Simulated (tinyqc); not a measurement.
Worked calculation: Pariser-Parr-Pople SCF with singles CI, for the molecule C=C(Cl)C=C[CH2+] (SMILES; centres numbered as the heavy atoms are written). One step of it, computed by the program tinyqc.

Task: PPP integrals. Ohno: gamma = 14.399645/sqrt(R^2 + a^2), a = 2 x 14.399645/(gamma_rr + gamma_ss); H_rr = -W_r - sum_(s != r) z_s gamma_rs; H_rs = beta for bonds.

Centres (angstrom, eV; a flat drawing with bonds scaled to 1.40 angstrom):
```
centre          x          y  core charge z          W   gamma_rr
1C       2.118000   0.893000              1  11.830000   9.620000
2C       1.017000   0.028000              1  11.830000   9.620000
3Cl      1.215000  -1.358000              2  24.260000  14.550000
4C      -0.283000   0.549000              1  11.830000   9.620000
5C      -1.384000  -0.316000              1  11.830000   9.620000
6C      -2.683000   0.205000              1  11.830000   9.620000
```

Resonance integrals (eV):
```
i  j       beta
1  2  -2.220000
2  3  -1.490000
2  4  -2.220000
4  5  -2.220000
5  6  -2.220000
```

Give: repulsion gamma_rs; core matrix H.

Result:

repulsion gamma_rs (eV), order 1C, 2C, 3Cl, 4C, 5C, 6C:
```
[[9.620, 7.025, 5.329, 5.052, 3.604, 2.837],
 [7.025, 9.620, 7.832, 7.025, 5.052, 3.604],
 [5.329, 7.832, 14.550, 5.329, 4.732, 3.299],
 [5.052, 7.025, 5.329, 9.620, 7.025, 5.054],
 [3.604, 5.052, 4.732, 7.025, 9.620, 7.027],
 [2.837, 3.604, 3.299, 5.054, 7.027, 9.620]]
```

core matrix H (eV), order 1C, 2C, 3Cl, 4C, 5C, 6C:
```
[[-41.006, -2.220, 0.000, 0.000, 0.000, 0.000],
 [-2.220, -50.201, -1.490, -2.220, 0.000, 0.000],
 [0.000, -1.490, -50.781, 0.000, 0.000, 0.000],
 [0.000, -2.220, 0.000, -46.645, -2.220, 0.000],
 [0.000, 0.000, 0.000, -2.220, -44.002, -2.220],
 [0.000, 0.000, 0.000, 0.000, -2.220, -36.949]]
```
